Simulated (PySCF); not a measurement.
# BNH6: NMR shifts at several levels of theory, part 2 of 2

PySCF 2.14.0. Atoms count from 0.

## 10. NMR shieldings: KT3/pcSseg-2

What the job is given:

```
{"job": {"kind": "nmr", "xc": "KT3", "basis": "pcSseg-2", "pop": false}, "charge": 0, "multiplicity": 1}
B     -0.805889     0.105592    -0.039217
N      0.812502    -0.117601     0.005004
H     -1.219148    -0.669700    -0.892522
H     -0.964436     1.282250    -0.339099
H     -1.202766    -0.162820     1.088272
H      1.046790    -1.079398     0.253090
H      1.251549     0.494967     0.693144
H      1.237747     0.079879    -0.901533
```

Method: GIAO KT3/pcSseg-2 NMR shielding, non-relativistic, gas phase.

Log:

```text
coarse grid: 5872 points
cycle   1  E = -84.4712967060  dE = -1.030e-01  |g| = 4.345e-01  |ddm| = 1.524e+00
cycle   2  E = -84.4307934561  dE =  4.050e-02  |g| = 5.705e-01  |ddm| = 9.868e-01
cycle   3  E = -84.5369890359  dE = -1.062e-01  |g| = 7.111e-02  |ddm| = 6.015e-01
cycle   4  E = -84.5380683431  dE = -1.079e-03  |g| = 3.144e-02  |ddm| = 6.390e-02
cycle   5  E = -84.5382971234  dE = -2.288e-04  |g| = 4.814e-03  |ddm| = 1.821e-02
cycle   6  E = -84.5383046268  dE = -7.503e-06  |g| = 4.395e-04  |ddm| = 5.173e-03
final grid: 54432 points
cycle   7  E = -84.5423314832  dE = -1.638e-04  |g| = 3.414e-03  |ddm| = 5.621e-02
cycle   8  E = -84.5423309092  dE =  5.740e-07  |g| = 3.257e-03  |ddm| = 5.081e-03
cycle   9  E = -84.5423342364  dE = -3.327e-06  |g| = 5.957e-04  |ddm| = 3.125e-03
cycle  10  E = -84.5423343223  dE = -8.590e-08  |g| = 2.919e-04  |ddm| = 5.496e-04
cycle  11  E = -84.5423343388  dE = -1.652e-08  |g| = 5.394e-05  |ddm| = 1.477e-04
cycle  12  E = -84.5423343396  dE = -7.865e-10  |g| = 4.731e-06  |ddm| = 4.614e-05
converged SCF energy = -84.5423343396

GIAO shielding tensors (ppm)
atom      isotropic    diamagn.    paramagn.     s11        s22        s33       span
  0 B      120.301     187.490     -67.189    107.639    107.666    145.598     37.959
  1 N      218.491     307.343     -88.852    213.854    220.808    220.810      6.956
  2 H       29.200      29.521      -0.321     27.166     27.808     32.625      5.460
  3 H       29.201      29.535      -0.334     27.166     27.807     32.631      5.465
  4 H       29.197      29.538      -0.342     27.161     27.804     32.625      5.464
  5 H       28.559      29.448      -0.890     22.716     25.448     37.512     14.796
  6 H       28.555      29.471      -0.916     22.710     25.448     37.507     14.798
  7 H       28.554      29.424      -0.870     22.707     25.447     37.508     14.801
```

It took 7.7 s on 1 thread of Arm Neoverse V1, shared host; peak memory 0.53 GiB.

Key values: δ B0 -21.7, N1 40.2, H5 2.80, H2 2.15 ppm (means over like atoms).

## 11. Shielding tensors: B97-D/pcSseg-2

The job, as its differences from that of step 10:

```diff
@@ -1,2 +1,2 @@
-{"job": {"kind": "nmr", "xc": "KT3", "basis": "pcSseg-2", "pop": false}, "charge": 0, "multiplicity": 1}
+{"job": {"kind": "nmr", "xc": "B97-D", "basis": "pcSseg-2", "pop": false}, "charge": 0, "multiplicity": 1}
 B     -0.805889     0.105592    -0.039217
```

With the program's defaults for keys left out, this is: GIAO B97-D/pcSseg-2 NMR shielding, non-relativistic, gas phase.

Log:

```text
coarse grid: 5872 points
cycle   1  E = -83.1330303690  dE = -1.098e-01  |g| = 4.276e-01  |ddm| = 1.577e+00
cycle   2  E = -83.1011059484  dE =  3.192e-02  |g| = 5.509e-01  |ddm| = 8.980e-01
cycle   3  E = -83.1954020596  dE = -9.430e-02  |g| = 7.606e-02  |ddm| = 5.332e-01
cycle   4  E = -83.1966314043  dE = -1.229e-03  |g| = 3.173e-02  |ddm| = 6.032e-02
cycle   5  E = -83.1968602538  dE = -2.288e-04  |g| = 5.071e-03  |ddm| = 1.769e-02
cycle   6  E = -83.1968683496  dE = -8.096e-06  |g| = 4.706e-04  |ddm| = 5.224e-03
final grid: 54432 points
cycle   7  E = -83.1967098487  dE = -9.521e-05  |g| = 4.964e-03  |ddm| = 3.720e-02
cycle   8  E = -83.1967049091  dE =  4.940e-06  |g| = 6.875e-03  |ddm| = 5.804e-03
cycle   9  E = -83.1967149275  dE = -1.002e-05  |g| = 8.206e-04  |ddm| = 3.284e-03
cycle  10  E = -83.1967150616  dE = -1.340e-07  |g| = 2.926e-04  |ddm| = 6.586e-04
cycle  11  E = -83.1967150869  dE = -2.536e-08  |g| = 3.328e-05  |ddm| = 2.430e-04
cycle  12  E = -83.1967150873  dE = -4.072e-10  |g| = 6.363e-06  |ddm| = 4.399e-05
converged SCF energy = -83.1967150873

GIAO shielding tensors (ppm)
atom      isotropic    diamagn.    paramagn.     s11        s22        s33       span
  0 B      119.400     186.649     -67.249    107.401    107.427    143.371     35.969
  1 N      218.561     308.827     -90.266    212.301    221.690    221.692      9.391
  2 H       29.277      29.568      -0.292     27.227     27.904     32.699      5.472
  3 H       29.278      29.578      -0.300     27.227     27.903     32.705      5.478
  4 H       29.273      29.578      -0.305     27.221     27.900     32.699      5.477
  5 H       28.666      29.526      -0.860     22.863     25.502     37.634     14.771
  6 H       28.663      29.550      -0.887     22.857     25.502     37.629     14.772
  7 H       28.662      29.501      -0.839     22.855     25.501     37.630     14.775
```

Wall time 7.7 s (1 thread of Arm Neoverse V1, shared host); peak memory 0.53 GiB.

Key values: δ B0 -23.0, N1 39.3, H5 2.73, H2 2.12 ppm (means over like atoms).

## 12. Nuclear shieldings: B3LYP/pcSseg-2

The job, as its differences from that of step 11:

```diff
@@ -1,2 +1,2 @@
-{"job": {"kind": "nmr", "xc": "B97-D", "basis": "pcSseg-2", "pop": false}, "charge": 0, "multiplicity": 1}
+{"job": {"kind": "nmr", "xc": "B3LYP", "basis": "pcSseg-2", "pop": false}, "charge": 0, "multiplicity": 1}
 B     -0.805889     0.105592    -0.039217
```

Level: GIAO B3LYP/pcSseg-2 NMR shielding, non-relativistic, gas phase.

Log:

```text
coarse grid: 5872 points
cycle   1  E = -83.2080245821  dE = -1.015e-01  |g| = 3.720e-01  |ddm| = 1.548e+00
cycle   2  E = -83.2160592773  dE = -8.035e-03  |g| = 3.583e-01  |ddm| = 6.778e-01
cycle   3  E = -83.2560087935  dE = -3.995e-02  |g| = 5.027e-02  |ddm| = 3.205e-01
cycle   4  E = -83.2565072213  dE = -4.984e-04  |g| = 2.392e-02  |ddm| = 3.771e-02
cycle   5  E = -83.2566273744  dE = -1.202e-04  |g| = 2.479e-03  |ddm| = 1.151e-02
cycle   6  E = -83.2566291060  dE = -1.732e-06  |g| = 2.487e-04  |ddm| = 2.074e-03
final grid: 54432 points
cycle   7  E = -83.2610694582  dE = -5.272e-05  |g| = 4.593e-03  |ddm| = 2.651e-02
cycle   8  E = -83.2610655545  dE =  3.904e-06  |g| = 6.385e-03  |ddm| = 4.550e-03
cycle   9  E = -83.2610735974  dE = -8.043e-06  |g| = 1.236e-04  |ddm| = 2.684e-03
cycle  10  E = -83.2610736004  dE = -2.968e-09  |g| = 3.055e-05  |ddm| = 1.165e-04
cycle  11  E = -83.2610736006  dE = -2.256e-10  |g| = 1.264e-05  |ddm| = 3.169e-05
converged SCF energy = -83.2610736006

GIAO shielding tensors (ppm)
atom      isotropic    diamagn.    paramagn.     s11        s22        s33       span
  0 B      119.437     184.372     -64.935    107.456    107.481    143.373     35.917
  1 N      220.504     307.480     -86.976    213.274    224.117    224.121     10.847
  2 H       29.283      29.232       0.051     27.158     27.953     32.737      5.579
  3 H       29.285      29.239       0.046     27.159     27.952     32.743      5.584
  4 H       29.279      29.236       0.043     27.153     27.949     32.736      5.583
  5 H       28.679      29.568      -0.890     22.805     25.402     37.830     15.025
  6 H       28.675      29.589      -0.914     22.799     25.401     37.825     15.026
  7 H       28.674      29.546      -0.872     22.797     25.400     37.825     15.029
```

Run time: 4.8 s. Hardware: 1 thread of Arm Neoverse V1, shared host; peak memory 0.55 GiB.

In short: δ B0 -23.0, N1 38.0, H5 2.71, H2 2.11 ppm (means over like atoms).

## 13. NMR shieldings: PBE0/pcSseg-2

The job, as its differences from that of step 12:

```diff
@@ -1,2 +1,2 @@
-{"job": {"kind": "nmr", "xc": "B3LYP", "basis": "pcSseg-2", "pop": false}, "charge": 0, "multiplicity": 1}
+{"job": {"kind": "nmr", "xc": "PBE0", "basis": "pcSseg-2", "pop": false}, "charge": 0, "multiplicity": 1}
 B     -0.805889     0.105592    -0.039217
```

Method: GIAO PBE0/pcSseg-2 NMR shielding, non-relativistic, gas phase.

Log:

```text
coarse grid: 5872 points
cycle   1  E = -83.0919658455  dE = -9.772e-02  |g| = 3.502e-01  |ddm| = 1.546e+00
cycle   2  E = -83.1081932579  dE = -1.623e-02  |g| = 2.908e-01  |ddm| = 6.032e-01
cycle   3  E = -83.1354294562  dE = -2.724e-02  |g| = 3.478e-02  |ddm| = 2.578e-01
cycle   4  E = -83.1356799642  dE = -2.505e-04  |g| = 1.873e-02  |ddm| = 2.941e-02
cycle   5  E = -83.1357512809  dE = -7.132e-05  |g| = 2.231e-03  |ddm| = 8.459e-03
cycle   6  E = -83.1357524195  dE = -1.139e-06  |g| = 2.328e-04  |ddm| = 1.525e-03
final grid: 54432 points
cycle   7  E = -83.1381768901  dE = -5.511e-05  |g| = 5.749e-03  |ddm| = 2.487e-02
cycle   8  E = -83.1381733587  dE =  3.531e-06  |g| = 7.199e-03  |ddm| = 6.433e-03
cycle   9  E = -83.1381844295  dE = -1.107e-05  |g| = 4.134e-04  |ddm| = 3.418e-03
cycle  10  E = -83.1381844693  dE = -3.981e-08  |g| = 1.537e-04  |ddm| = 3.724e-04
cycle  11  E = -83.1381844759  dE = -6.649e-09  |g| = 1.390e-05  |ddm| = 1.095e-04
cycle  12  E = -83.1381844760  dE = -3.799e-11  |g| = 1.356e-06  |ddm| = 1.056e-05
converged SCF energy = -83.1381844760

GIAO shielding tensors (ppm)
atom      isotropic    diamagn.    paramagn.     s11        s22        s33       span
  0 B      123.479     186.288     -62.810    111.565    111.589    147.281     35.716
  1 N      226.645     309.349     -82.704    218.475    230.728    230.733     12.258
  2 H       29.147      29.254      -0.107     26.915     27.857     32.671      5.757
  3 H       29.149      29.264      -0.114     26.915     27.856     32.677      5.762
  4 H       29.144      29.263      -0.118     26.909     27.852     32.671      5.761
  5 H       28.591      29.409      -0.818     22.488     25.172     38.113     15.624
  6 H       28.587      29.434      -0.846     22.482     25.172     38.108     15.625
  7 H       28.586      29.384      -0.798     22.480     25.171     38.108     15.628
```

It took 4.8 s on 1 thread of Arm Neoverse V1, shared host; peak memory 0.55 GiB.

This run: δ B0 -24.4, N1 35.0, H5 2.66, H2 2.10 ppm (means over like atoms).

## 14. Shielding tensors: mPW1PW91/pcSseg-2

The job, as its differences from that of step 13:

```diff
@@ -1,2 +1,2 @@
-{"job": {"kind": "nmr", "xc": "PBE0", "basis": "pcSseg-2", "pop": false}, "charge": 0, "multiplicity": 1}
+{"job": {"kind": "nmr", "xc": "mPW1PW91", "basis": "pcSseg-2", "pop": false}, "charge": 0, "multiplicity": 1}
 B     -0.805889     0.105592    -0.039217
```

Level: GIAO mPW1PW91/pcSseg-2 NMR shielding, non-relativistic, gas phase.

Log:

```text
coarse grid: 5872 points
cycle   1  E = -83.1825111467  dE = -9.884e-02  |g| = 3.499e-01  |ddm| = 1.541e+00
cycle   2  E = -83.1990794288  dE = -1.657e-02  |g| = 2.889e-01  |ddm| = 5.908e-01
cycle   3  E = -83.2256788485  dE = -2.660e-02  |g| = 3.643e-02  |ddm| = 2.509e-01
cycle   4  E = -83.2259502893  dE = -2.714e-04  |g| = 1.927e-02  |ddm| = 2.981e-02
cycle   5  E = -83.2260260871  dE = -7.580e-05  |g| = 2.215e-03  |ddm| = 8.702e-03
cycle   6  E = -83.2260272405  dE = -1.153e-06  |g| = 2.318e-04  |ddm| = 1.518e-03
final grid: 54432 points
cycle   7  E = -83.2283577404  dE = -5.331e-05  |g| = 4.653e-03  |ddm| = 2.640e-02
cycle   8  E = -83.2283556110  dE =  2.129e-06  |g| = 5.756e-03  |ddm| = 5.232e-03
cycle   9  E = -83.2283626982  dE = -7.087e-06  |g| = 3.513e-04  |ddm| = 2.751e-03
cycle  10  E = -83.2283627239  dE = -2.566e-08  |g| = 1.532e-04  |ddm| = 3.272e-04
cycle  11  E = -83.2283627306  dE = -6.664e-09  |g| = 1.168e-05  |ddm| = 1.071e-04
cycle  12  E = -83.2283627306  dE = -2.825e-11  |g| = 1.229e-06  |ddm| = 9.829e-06
converged SCF energy = -83.2283627306

GIAO shielding tensors (ppm)
atom      isotropic    diamagn.    paramagn.     s11        s22        s33       span
  0 B      123.179     186.423     -63.244    111.424    111.449    146.664     35.239
  1 N      225.782     309.413     -83.631    217.575    229.882    229.888     12.313
  2 H       29.223      29.361      -0.139     26.999     27.938     32.732      5.733
  3 H       29.225      29.371      -0.146     26.999     27.937     32.738      5.738
  4 H       29.219      29.370      -0.151     26.993     27.934     32.731      5.738
  5 H       28.641      29.408      -0.767     22.588     25.208     38.128     15.540
  6 H       28.637      29.432      -0.795     22.582     25.207     38.123     15.541
  7 H       28.636      29.382      -0.746     22.580     25.206     38.123     15.543
```

Wall time 5 s (1 thread of Arm Neoverse V1, shared host); peak memory 0.55 GiB.

This run: δ B0 -24.1, N1 34.7, H5 2.65, H2 2.07 ppm (means over like atoms).

## 15. Run by run: NMR shifts

Shifts (ppm), means over like atoms, with basis size and wall time (the measured row can stand on another reference than the computed rows):

```csv
run,H5,H2,B0,N1,functions,time
HF/pcSseg-2,2.73,1.99,-17.0,26.0,156,2.1 s
LDA/pcSseg-2,2.71,2.22,-28.5,41.1,156,6.8 s
PBE/pcSseg-2,2.71,2.19,-26.2,41.2,156,7.7 s
BLYP/pcSseg-2,2.77,2.19,-24.2,43.3,156,8 s
BP86/pcSseg-2,2.69,2.15,-26.0,39.1,156,7.7 s
OPBE/pcSseg-2,2.71,2.14,-25.1,39.4,156,7.9 s
KT2/pcSseg-2,2.74,2.21,-23.3,38.5,156,7.8 s
KT3/pcSseg-2,2.80,2.15,-21.7,40.2,156,7.7 s
B97-D/pcSseg-2,2.73,2.12,-23.0,39.3,156,7.7 s
B3LYP/pcSseg-2,2.71,2.11,-23.0,38.0,156,4.8 s
PBE0/pcSseg-2,2.66,2.10,-24.4,35.0,156,4.8 s
mPW1PW91/pcSseg-2,2.65,2.07,-24.1,34.7,156,5 s
measured,–,–,-22.0,–,–,–
```

Measured: solution, THF; H. S. Rzepa et al., J. Org. Chem. 2018, An accessible method for DFT calculation of 11B NMR shifts.

## 16. Summary of results

What follows sums up all 2 parts.

| quantity | value |
| --- | --- |
| point group | C3v |
| rotational constants (main isotopes) | 72.72, 17.94, 17.94 GHz |
| ¹H shifts against TMS (HF/pcSseg-2, means over atoms taken as alike) | 2.73, 1.99 ppm |
| ¹¹B shifts against BF3·OEt2 (HF/pcSseg-2) | -17.0 ppm |
| ¹⁵N shifts against NH3 (HF/pcSseg-2) | 26.0 ppm |
| measured, and computed on the same scale | B0 δ -22.0, -17.0 ppm |
| range of the shift of N1 | 26.0 to 43.3 ppm |

What this shows: Single values in the summary come from the first run of each kind that ended normally (HF/pcSseg-2), which need not be the best level. The start was shaken at random, so part of the energy gained undoes that. Over 4 steps the energy fell by 0.227 eV; of the close pairs, B0–H4 changed most, 1.164 to 1.225 Å. At HF/pcSseg-2: The largest span, 29 ppm, is at B0, where the paramagnetic term is -50 ppm. The one measured ¹¹B shift is missed by +5.0 ppm (computed less measured, unscaled). Vibration, temperature and solvent are missing from the calculation, so part of the miss against the measured shifts is not the functional's. In ppm, N1 moves most: its shift spreads over 17.3 ppm, from 26.0 (HF/pcSseg-2) to 43.3 (BLYP/pcSseg-2). For the one measured ¹¹B shift, KT3/pcSseg-2 misses least (0.34 ppm, 7.7 s) and LDA/pcSseg-2 most (6.54 ppm, 6.8 s); the quickest, HF/pcSseg-2, misses by 4.97 ppm in 2.1 s. One molecule ranks no method: errors cancel, and vibration and temperature are missing from all runs.
